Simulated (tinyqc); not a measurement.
RHF in the sto-6g basis, for HF, spin multiplicity 1, step by step. Computed by tinyqc, a small Python program that keeps every step (integrals from PySCF). Settings: charge = 0, multiplicity = 1, basis = sto-6g, energy threshold = 1e-08, iteration cap = 74, orthogonalisation = symmetric, start = Wolfsberg-Helmholz matrix, DIIS depth = 3, DIIS from iteration = 2, method = RHF. Command: `OMP_NUM_THREADS=1 python tinyqc.py 24049 24050 out.jsonl` (the two numbers bound the seeds that draw the settings). One thread of a shared host (Intel(R) Xeon(R) Processor @ 2.60GHz), about 0.07 s of CPU time with the checks. Later iterations appear only in the table of the cycle.

## One-electron integrals

Geometry (angstrom):
```
atom        x        y        z
F     0.00000  0.00000  0.00000
H     0.00000  0.00000  0.99400
```

Basis sto-6g: exponents (1/bohr^2) and contraction coefficients of normalised primitives:
```
element  l (shell)    exponent  coefficient
F            s (1)  1728.62657      0.00916
F            s (1)   316.94179      0.04936
F            s (1)    88.66889      0.16854
F            s (1)    30.46016      0.37056
F            s (1)    11.82857      0.41649
F            s (1)     4.87166      0.13033
F            s (2)    67.03228     -0.01325
F            s (2)    13.26744     -0.04699
F            s (2)     4.12351     -0.03379
F            s (2)     1.58646      0.25024
F            s (2)     0.68900      0.59512
F            s (2)     0.31582      0.24071
F            p (3)    67.03228      0.00376
F            p (3)    13.26744      0.03768
F            p (3)     4.12351      0.17390
F            p (3)     1.58646      0.41804
F            p (3)     0.68900      0.42586
F            p (3)     0.31582      0.10171
H            s (1)    35.52322      0.00916
H            s (1)     6.51314      0.04936
H            s (1)     1.82214      0.16854
H            s (1)     0.62596      0.37056
H            s (1)     0.24308      0.41649
H            s (1)     0.10011      0.13033
```

Overlap, kinetic and nuclear-attraction integrals over the contracted functions; the nuclear repulsion is the sum of Za Zb / Rab.

nuclear repulsion = 4.7913430 hartree

overlap S, order 1F 1s, 1F 2s, 1F 2px, 1F 2py, 1F 2pz, 2H 1s:
$$\begin{pmatrix}
1.00000 & 0.23248 & 0.00000 & 0.00000 & 0.00000 & 0.04241 \\
0.23248 & 1.00000 & 0.00000 & 0.00000 & 0.00000 & 0.40191 \\
0.00000 & 0.00000 & 1.00000 & 0.00000 & 0.00000 & 0.00000 \\
0.00000 & 0.00000 & 0.00000 & 1.00000 & 0.00000 & 0.00000 \\
0.00000 & 0.00000 & 0.00000 & 0.00000 & 1.00000 & 0.32072 \\
0.04241 & 0.40191 & 0.00000 & 0.00000 & 0.32072 & 1.00000
\end{pmatrix}$$

kinetic energy T (hartree), order 1F 1s, 1F 2s, 1F 2px, 1F 2py, 1F 2pz, 2H 1s:
$$\begin{pmatrix}
37.39773 & -1.14335 & 0.00000 & 0.00000 & 0.00000 & -0.00331 \\
-1.14335 & 1.08230 & 0.00000 & 0.00000 & 0.00000 & 0.09011 \\
0.00000 & 0.00000 & 3.25133 & 0.00000 & 0.00000 & 0.00000 \\
0.00000 & 0.00000 & 0.00000 & 3.25133 & 0.00000 & 0.00000 \\
0.00000 & 0.00000 & 0.00000 & 0.00000 & 3.25133 & 0.21263 \\
-0.00331 & 0.09011 & 0.00000 & 0.00000 & 0.21263 & 0.76852
\end{pmatrix}$$

nuclear attraction V (hartree), order 1F 1s, 1F 2s, 1F 2px, 1F 2py, 1F 2pz, 2H 1s:
$$\begin{pmatrix}
-78.35482 & -7.98948 & 0.00000 & 0.00000 & -0.01355 & -1.67368 \\
-7.98948 & -12.00531 & 0.00000 & 0.00000 & -0.15600 & -3.65461 \\
0.00000 & 0.00000 & -11.97268 & 0.00000 & 0.00000 & 0.00000 \\
0.00000 & 0.00000 & 0.00000 & -11.97268 & 0.00000 & 0.00000 \\
-0.01355 & -0.15600 & 0.00000 & 0.00000 & -12.06905 & -2.58555 \\
-1.67368 & -3.65461 & 0.00000 & 0.00000 & -2.58555 & -5.87970
\end{pmatrix}$$

core Hamiltonian H = T + V (hartree), order 1F 1s, 1F 2s, 1F 2px, 1F 2py, 1F 2pz, 2H 1s:
$$\begin{pmatrix}
-40.95709 & -9.13282 & 0.00000 & 0.00000 & -0.01355 & -1.67698 \\
-9.13282 & -10.92302 & 0.00000 & 0.00000 & -0.15600 & -3.56451 \\
0.00000 & 0.00000 & -8.72135 & 0.00000 & 0.00000 & 0.00000 \\
0.00000 & 0.00000 & 0.00000 & -8.72135 & 0.00000 & 0.00000 \\
-0.01355 & -0.15600 & 0.00000 & 0.00000 & -8.81773 & -2.37293 \\
-1.67698 & -3.56451 & 0.00000 & 0.00000 & -2.37293 & -5.11117
\end{pmatrix}$$

## Two-electron integrals

Functions are numbered as in S; the eight-fold symmetry (ij|kl) = (ji|kl) = (kl|ij) leaves the list below.

Two-electron integrals (ij|kl) in chemists' order, unique and non-zero (hartree):
```
(11|11) 5.40624   (21|11) 0.76813   (21|21) 0.13891   (22|11) 1.26627
(22|21) 0.28399   (22|22) 0.92637   (31|31) 0.02945   (32|31) 0.04468
(32|32) 0.20475   (33|11) 1.26627   (33|21) 0.28399   (33|22) 0.92637
(33|33) 0.99808   (41|41) 0.02945   (42|41) 0.04468   (42|42) 0.20475
(43|43) 0.05379   (44|11) 1.26627   (44|21) 0.28399   (44|22) 0.92637
(44|33) 0.89051   (44|44) 0.99808   (51|51) 0.02945   (52|51) 0.04468
(52|52) 0.20475   (53|53) 0.05379   (54|54) 0.05379   (55|11) 1.26627
(55|21) 0.28399   (55|22) 0.92637   (55|33) 0.89051   (55|44) 0.89051
(55|55) 0.99808   (61|11) 0.14947   (61|21) 0.02591   (61|22) 0.05179
(61|33) 0.05170   (61|44) 0.05170   (61|51) 0.00112   (61|52) 0.00219
(61|55) 0.05197   (61|61) 0.00491   (62|11) 0.36837   (62|21) 0.08381
(62|22) 0.30378   (62|33) 0.29953   (62|44) 0.29953   (62|51) 0.00606
(62|52) 0.04516   (62|55) 0.31230   (62|61) 0.01562   (62|62) 0.12183
(63|31) 0.00943   (63|32) 0.05358   (63|53) 0.00948   (63|63) 0.01813
(64|41) 0.00943   (64|42) 0.05358   (64|54) 0.00948   (64|64) 0.01813
(65|11) 0.24590   (65|21) 0.05675   (65|22) 0.21994   (65|33) 0.21051
(65|44) 0.21051   (65|51) 0.01305   (65|52) 0.08478   (65|55) 0.23880
(65|61) 0.01106   (65|62) 0.10826   (65|65) 0.11374   (66|11) 0.51508
(66|21) 0.11939   (66|22) 0.49671   (66|33) 0.47971   (66|44) 0.47971
(66|51) 0.01122   (66|52) 0.11567   (66|55) 0.53072   (66|61) 0.02244
(66|62) 0.25360   (66|65) 0.26152   (66|66) 0.77500
```

## Orthogonalisation

S = U s U^T; symmetric (Loewdin) form X = U s^(-1/2) U^T, so that X^T S X = 1.

eigenvalues of S: [0.46523, 0.84934, 1.00000, 1.00000, 1.12260, 1.56283]

X, order 1F 1s, 1F 2s, 1F 2px, 1F 2py, 1F 2pz, 2H 1s:
$$\begin{pmatrix}
1.02195 & -0.12781 & 0.00000 & 0.00000 & -0.00581 & 0.01901 \\
-0.12781 & 1.10001 & 0.00000 & 0.00000 & 0.06168 & -0.24772 \\
0.00000 & 0.00000 & 1.00000 & 0.00000 & 0.00000 & 0.00000 \\
0.00000 & 0.00000 & 0.00000 & 1.00000 & 0.00000 & 0.00000 \\
-0.00581 & 0.06168 & 0.00000 & 0.00000 & 1.04822 & -0.19432 \\
0.01901 & -0.24772 & 0.00000 & 0.00000 & -0.19432 & 1.12474
\end{pmatrix}$$

## Starting guess

The start is the generalised Wolfsberg-Helmholz matrix (K = 1.75) built on H; D = 2 C_occ C_occ^T.

D at the start, order 1F 1s, 1F 2s, 1F 2px, 1F 2py, 1F 2pz, 2H 1s:
$$\begin{pmatrix}
2.08493 & -0.35821 & 0.00000 & 0.00000 & 0.08872 & -0.15927 \\
-0.35821 & 1.57014 & 0.00000 & 0.00000 & -0.34577 & 0.46641 \\
0.00000 & 0.00000 & 2.00000 & 0.00000 & 0.00000 & 0.00000 \\
0.00000 & 0.00000 & 0.00000 & 2.00000 & 0.00000 & 0.00000 \\
0.08872 & -0.34577 & 0.00000 & 0.00000 & 1.78510 & 0.24217 \\
-0.15927 & 0.46641 & 0.00000 & 0.00000 & 0.24217 & 0.20965
\end{pmatrix}$$

## Iteration 1: building the Fock matrix

J_ij = sum D_kl (ij|kl), K_ij = sum D_kl (ik|jl); F = H + J - 0.5 K; E = tr D H + tr D J / 2 - 0.25 tr D K + E_nn.

Coulomb J (hartree), order 1F 1s, 1F 2s, 1F 2px, 1F 2py, 1F 2pz, 2H 1s:
$$\begin{pmatrix}
20.55815 & 3.71321 & 0.00000 & 0.00000 & -0.01170 & 0.69574 \\
3.71321 & 9.72781 & 0.00000 & 0.00000 & -0.02693 & 3.12467 \\
0.00000 & 0.00000 & 9.72344 & 0.00000 & 0.00000 & 0.00000 \\
0.00000 & 0.00000 & 0.00000 & 9.72344 & 0.00000 & 0.00000 \\
-0.01170 & -0.02693 & 0.00000 & 0.00000 & 9.73655 & 2.23676 \\
0.69574 & 3.12467 & 0.00000 & 0.00000 & 2.23676 & 5.07505
\end{pmatrix}$$

exchange K (hartree), order 1F 1s, 1F 2s, 1F 2px, 1F 2py, 1F 2pz, 2H 1s:
$$\begin{pmatrix}
11.08794 & 1.80826 & 0.00000 & 0.00000 & 0.00752 & 0.35348 \\
1.80826 & 3.02930 & 0.00000 & 0.00000 & -0.12945 & 1.13604 \\
0.00000 & 0.00000 & 2.60603 & 0.00000 & 0.00000 & 0.00000 \\
0.00000 & 0.00000 & 0.00000 & 2.60603 & 0.00000 & 0.00000 \\
0.00752 & -0.12945 & 0.00000 & 0.00000 & 2.56215 & 0.71477 \\
0.35348 & 1.13604 & 0.00000 & 0.00000 & 0.71477 & 0.91155
\end{pmatrix}$$

Fock matrix F (hartree), order 1F 1s, 1F 2s, 1F 2px, 1F 2py, 1F 2pz, 2H 1s:
$$\begin{pmatrix}
-25.94291 & -6.32374 & 0.00000 & 0.00000 & -0.02902 & -1.15798 \\
-6.32374 & -2.70985 & 0.00000 & 0.00000 & -0.11820 & -1.00786 \\
0.00000 & 0.00000 & -0.30092 & 0.00000 & 0.00000 & 0.00000 \\
0.00000 & 0.00000 & 0.00000 & -0.30092 & 0.00000 & 0.00000 \\
-0.02902 & -0.11820 & 0.00000 & 0.00000 & -0.36226 & -0.49355 \\
-1.15798 & -1.00786 & 0.00000 & 0.00000 & -0.49355 & -0.49190
\end{pmatrix}$$

total energy of this density = -99.2252762 hartree

## Iteration 1: diagonalisation and new density

Diagonalise F' = X^T F X, C = X C', fill 5 alpha and 5 beta electrons from the bottom; D = 2 C_occ C_occ^T. Each column has its largest component positive (the first on a tie).

F' = X^T F X (hartree):
$$\begin{pmatrix}
-25.52651 & -3.19875 & 0.00000 & 0.00000 & -0.04559 & -0.15860 \\
-3.19875 & -1.48076 & 0.00000 & 0.00000 & 0.04168 & -0.55817 \\
0.00000 & 0.00000 & -0.30092 & 0.00000 & 0.00000 & 0.00000 \\
0.00000 & 0.00000 & 0.00000 & -0.30092 & 0.00000 & 0.00000 \\
-0.04559 & 0.04168 & 0.00000 & 0.00000 & -0.21558 & -0.46656 \\
-0.15860 & -0.55817 & 0.00000 & 0.00000 & -0.46656 & -0.03538
\end{pmatrix}$$

orbital energies (hartree): MO1 -25.94687, MO2 -1.30874, MO3 -0.48645, MO4 -0.30092, MO5 -0.30092, MO6 0.48383

coefficients C, order 1F 1s, 1F 2s, 1F 2px, 1F 2py, 1F 2pz, 2H 1s:
$$\begin{pmatrix}
0.99682 & -0.22856 & 0.08762 & 0.00000 & 0.00000 & 0.08681 \\
0.01400 & 0.89278 & -0.44065 & 0.00000 & 0.00000 & -0.54780 \\
0.00000 & 0.00000 & 0.00000 & -0.18388 & 0.98295 & 0.00000 \\
0.00000 & 0.00000 & 0.00000 & 0.98295 & 0.18388 & 0.00000 \\
0.00231 & 0.12236 & 0.75844 & 0.00000 & 0.00000 & -0.74172 \\
-0.00364 & 0.22923 & 0.42586 & 0.00000 & 0.00000 & 1.06330
\end{pmatrix}$$

D after iteration 1, order 1F 1s, 1F 2s, 1F 2px, 1F 2py, 1F 2pz, 2H 1s:
$$\begin{pmatrix}
2.10714 & -0.45742 & 0.00000 & 0.00000 & 0.08157 & -0.03742 \\
-0.45742 & 1.98287 & 0.00000 & 0.00000 & -0.44987 & 0.03390 \\
0.00000 & 0.00000 & 2.00000 & 0.00000 & 0.00000 & 0.00000 \\
0.00000 & 0.00000 & 0.00000 & 2.00000 & 0.00000 & 0.00000 \\
0.08157 & -0.44987 & 0.00000 & 0.00000 & 1.18043 & 0.70207 \\
-0.03742 & 0.03390 & 0.00000 & 0.00000 & 0.70207 & 0.46784
\end{pmatrix}$$

Within a degenerate level the vectors are fixed only up to a rotation; this is one choice.

## Iteration 2: building the Fock matrix

As before.

Coulomb J (hartree), order 1F 1s, 1F 2s, 1F 2px, 1F 2py, 1F 2pz, 2H 1s:
$$\begin{pmatrix}
20.35969 & 3.66504 & 0.00000 & 0.00000 & -0.01149 & 0.68704 \\
3.66504 & 9.60216 & 0.00000 & 0.00000 & -0.00089 & 3.10675 \\
0.00000 & 0.00000 & 9.61007 & 0.00000 & 0.00000 & 0.00000 \\
0.00000 & 0.00000 & 0.00000 & 9.61007 & 0.00000 & 0.00000 \\
-0.01149 & -0.00089 & 0.00000 & 0.00000 & 9.58634 & 2.24069 \\
0.68704 & 3.10675 & 0.00000 & 0.00000 & 2.24069 & 5.14940
\end{pmatrix}$$

exchange K (hartree), order 1F 1s, 1F 2s, 1F 2px, 1F 2py, 1F 2pz, 2H 1s:
$$\begin{pmatrix}
11.11143 & 1.77332 & 0.00000 & 0.00000 & 0.00142 & 0.35708 \\
1.77332 & 3.06520 & 0.00000 & 0.00000 & -0.14599 & 1.08665 \\
0.00000 & 0.00000 & 2.61915 & 0.00000 & 0.00000 & 0.00000 \\
0.00000 & 0.00000 & 0.00000 & 2.61915 & 0.00000 & 0.00000 \\
0.00142 & -0.14599 & 0.00000 & 0.00000 & 2.21380 & 0.81619 \\
0.35708 & 1.08665 & 0.00000 & 0.00000 & 0.81619 & 1.09411
\end{pmatrix}$$

Fock matrix F (hartree), order 1F 1s, 1F 2s, 1F 2px, 1F 2py, 1F 2pz, 2H 1s:
$$\begin{pmatrix}
-26.15312 & -6.35445 & 0.00000 & 0.00000 & -0.02575 & -1.16848 \\
-6.35445 & -2.85345 & 0.00000 & 0.00000 & -0.08389 & -1.00108 \\
0.00000 & 0.00000 & -0.42085 & 0.00000 & 0.00000 & 0.00000 \\
0.00000 & 0.00000 & 0.00000 & -0.42085 & 0.00000 & 0.00000 \\
-0.02575 & -0.08389 & 0.00000 & 0.00000 & -0.33829 & -0.54033 \\
-1.16848 & -1.00108 & 0.00000 & 0.00000 & -0.54033 & -0.50883
\end{pmatrix}$$

total energy of this density = -99.4800306 hartree

## Iteration 2: diagonalisation and new density

As before.

F' = X^T F X (hartree):
$$\begin{pmatrix}
-25.74079 & -3.18342 & 0.00000 & 0.00000 & -0.04509 & -0.17206 \\
-3.18342 & -1.64860 & 0.00000 & 0.00000 & 0.08309 & -0.51862 \\
0.00000 & 0.00000 & -0.42085 & 0.00000 & 0.00000 & 0.00000 \\
0.00000 & 0.00000 & 0.00000 & -0.42085 & 0.00000 & 0.00000 \\
-0.04509 & 0.08309 & 0.00000 & 0.00000 & -0.16715 & -0.53087 \\
-0.17206 & -0.51862 & 0.00000 & 0.00000 & -0.53087 & -0.04499
\end{pmatrix}$$

orbital energies (hartree): MO1 -26.15655, MO2 -1.42061, MO3 -0.55971, MO4 -0.42085, MO5 -0.42085, MO6 0.53533

coefficients C, order 1F 1s, 1F 2s, 1F 2px, 1F 2py, 1F 2pz, 2H 1s:
$$\begin{pmatrix}
0.99704 & -0.23660 & 0.07418 & 0.00000 & 0.00000 & 0.07431 \\
0.01299 & 0.94092 & -0.40414 & 0.00000 & 0.00000 & -0.49263 \\
0.00000 & 0.00000 & 0.00000 & -0.03403 & 0.99942 & 0.00000 \\
0.00000 & 0.00000 & 0.00000 & 0.99942 & 0.03403 & 0.00000 \\
0.00199 & 0.08012 & 0.70769 & 0.00000 & 0.00000 & -0.79568 \\
-0.00313 & 0.16373 & 0.52295 & 0.00000 & 0.00000 & 1.03162
\end{pmatrix}$$

D after iteration 2, order 1F 1s, 1F 2s, 1F 2px, 1F 2py, 1F 2pz, 2H 1s:
$$\begin{pmatrix}
2.11116 & -0.47931 & 0.00000 & 0.00000 & 0.07105 & -0.00613 \\
-0.47931 & 2.09767 & 0.00000 & 0.00000 & -0.42119 & -0.11465 \\
0.00000 & 0.00000 & 2.00000 & 0.00000 & 0.00000 & 0.00000 \\
0.00000 & 0.00000 & 0.00000 & 2.00000 & 0.00000 & 0.00000 \\
0.07105 & -0.42119 & 0.00000 & 0.00000 & 1.01450 & 0.76640 \\
-0.00613 & -0.11465 & 0.00000 & 0.00000 & 0.76640 & 0.60060
\end{pmatrix}$$

Within a degenerate level the vectors are fixed only up to a rotation; this is one choice.

## Iteration 7 (converged): orbitals

converged F (hartree), order 1F 1s, 1F 2s, 1F 2px, 1F 2py, 1F 2pz, 2H 1s:
$$\begin{pmatrix}
-26.24101 & -6.36990 & 0.00000 & 0.00000 & -0.02121 & -1.17149 \\
-6.36990 & -2.90739 & 0.00000 & 0.00000 & -0.07557 & -0.99549 \\
0.00000 & 0.00000 & -0.47173 & 0.00000 & 0.00000 & 0.00000 \\
0.00000 & 0.00000 & 0.00000 & -0.47173 & 0.00000 & 0.00000 \\
-0.02121 & -0.07557 & 0.00000 & 0.00000 & -0.32880 & -0.54342 \\
-1.17149 & -0.99549 & 0.00000 & 0.00000 & -0.54342 & -0.50201
\end{pmatrix}$$

As before.

F' = X^T F X (hartree):
$$\begin{pmatrix}
-25.82960 & -3.18079 & 0.00000 & 0.00000 & -0.04078 & -0.17632 \\
-3.18079 & -1.71258 & 0.00000 & 0.00000 & 0.08902 & -0.50098 \\
0.00000 & 0.00000 & -0.47173 & 0.00000 & 0.00000 & 0.00000 \\
0.00000 & 0.00000 & 0.00000 & -0.47173 & 0.00000 & 0.00000 \\
-0.04078 & 0.08902 & 0.00000 & 0.00000 & -0.15453 & -0.53873 \\
-0.17632 & -0.50098 & 0.00000 & 0.00000 & -0.53873 & -0.04033
\end{pmatrix}$$

orbital energies (hartree): MO1 -26.24430, MO2 -1.46434, MO3 -0.57003, MO4 -0.47173, MO5 -0.47173, MO6 0.54161

coefficients C, order 1F 1s, 1F 2s, 1F 2px, 1F 2py, 1F 2pz, 2H 1s:
$$\begin{pmatrix}
0.99711 & -0.23946 & 0.06797 & 0.00000 & 0.00000 & 0.07015 \\
0.01271 & 0.95899 & -0.38197 & 0.00000 & 0.00000 & -0.47518 \\
0.00000 & 0.00000 & 0.00000 & -0.41577 & 0.90947 & 0.00000 \\
0.00000 & 0.00000 & 0.00000 & 0.90947 & 0.41577 & 0.00000 \\
0.00176 & 0.06810 & 0.69799 & 0.00000 & 0.00000 & -0.80531 \\
-0.00299 & 0.13471 & 0.54298 & 0.00000 & 0.00000 & 1.02545
\end{pmatrix}$$

D after iteration 7, order 1F 1s, 1F 2s, 1F 2px, 1F 2py, 1F 2pz, 2H 1s:
$$\begin{pmatrix}
2.11237 & -0.48586 & 0.00000 & 0.00000 & 0.06578 & 0.00333 \\
-0.48586 & 2.13145 & 0.00000 & 0.00000 & -0.40257 & -0.15652 \\
0.00000 & 0.00000 & 2.00000 & 0.00000 & 0.00000 & 0.00000 \\
0.00000 & 0.00000 & 0.00000 & 2.00000 & 0.00000 & 0.00000 \\
0.06578 & -0.40257 & 0.00000 & 0.00000 & 0.98367 & 0.77633 \\
0.00333 & -0.15652 & 0.00000 & 0.00000 & 0.77633 & 0.62597
\end{pmatrix}$$

Within a degenerate level the vectors are fixed only up to a rotation; this is one choice.

## Convergence

Stop when the energy changes by less than 1e-08 hartree and every element of the error matrix X^T (F D S - S D F) X is below 3e-05.

Course of the cycle:
```
iteration  E (hartree)     change  largest element of the error matrix
1          -99.2252762          -                             5.98e-01
2          -99.4800306  -2.55e-01                             1.23e-01
3          -99.4989935  -1.90e-02                             3.02e-02
4          -99.4998559  -8.62e-04                             1.92e-03
5          -99.4998583  -2.45e-06                             1.97e-04
6          -99.4998584  -2.20e-08                             1.04e-06
7          -99.4998584  -5.97e-13                             1.55e-08
```

PySCF RHF in the same basis = -99.4998584 hartree

Converged in 7 iterations.

## Populations, bond orders and dipole

Mulliken: Z minus the diagonal of D S on the atom; Loewdin: the same with S^(1/2) D S^(1/2); Mayer order: 2 sum_s sum (D(s) S)_ij (D(s) S)_ji over the two atoms.

Charges (e):
```
atom  Mulliken   Loewdin
1F    -0.18781  -0.14194
2H     0.18781   0.14194
```

Mayer bond orders:
```
pair    order
2-1   0.96473
```

dipole moment about the origin, x y z (debye): [0.00000, 0.00000, 1.26214]
